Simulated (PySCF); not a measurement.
Predicted microwave data (PBE0-D3(BJ)/def2-SVP geometry optimisation, gas phase in PySCF 2.14.0) for one isomer of C5H11F:

- Rotational constants: A = 6931, B = 1698, C = 1460 MHz
- Dipole components: |μa| = 1.73 D, |μb| = 0.57 D, |μc| = 0.46 D
- Inertial defect: -24.43 u·Å²
- κ: -0.91

Question: Which structure is it? (One computed conformer of each.)
A. `[CH3:1][CH:2]([CH3:3])[CH2:4][CH2:5][F:6]` with C1–C2–C4–C5 -174°, C2–C4–C5–F6 175°
B. `[CH3:1][CH:2]([CH3:3])[C@@H:4]([CH3:5])[F:6]` with C1–C2–C4–C5 176°
C. `[CH3:1][CH2:2][CH:3]([F:4])[CH2:5][CH3:6]` with C1–C2–C3–F4 -59°, C2–C3–C5–C6 179°

Answer: A. It is CC(C)CCF, a near-prolate asymmetric top, point group C1. The candidates at the same level (rigid rotor, commonest isotopes):

```json
{"SMILES": "CCC(F)CC", "A (MHz)": "7612", "B (MHz)": "1922", "C (MHz)": "1672", "μa (D)": "0.00", "μb (D)": "1.58", "μc (D)": "0.39", "Δ (u·Å²)": "-27.05", "point group": "Cs", "rotor": "near-prolate asymmetric top"}
{"SMILES": "CC(C)[C@@H](C)F", "A (MHz)": "4522", "B (MHz)": "2727", "C (MHz)": "2301", "μa (D)": "0.16", "μb (D)": "1.00", "μc (D)": "1.32", "Δ (u·Å²)": "-77.45", "point group": "C1", "rotor": "asymmetric top"}
{"SMILES": "CC(C)CCF", "A (MHz)": "6931", "B (MHz)": "1698", "C (MHz)": "1460", "μa (D)": "1.73", "μb (D)": "0.57", "μc (D)": "0.46", "Δ (u·Å²)": "-24.43", "point group": "C1", "rotor": "near-prolate asymmetric top"}
```

`CCC(F)CC` has C 15 % too high; `CC(C)[C@@H](C)F` has B 61 % too high. No structure here is proved a minimum.
